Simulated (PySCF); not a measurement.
Level of theory: PySCF with PBE-D3(BJ)/def2-TZVP // TPSSh-D3(BJ)/def2-TZVP. Gas-phase values, no solvent. 

Reference species (SMILES): `[S]C1CC1` (neutral, multiplicity 2).

```json
{
 "dipole_moment": "2.45 D"
}
```

Changed species: `[CH]=O` (radical fragment; the reference has radical fragment).

Task: What does the change do to the dipole moment?

Result: the dipole moment drops by 0.98 D, to 1.47 D.
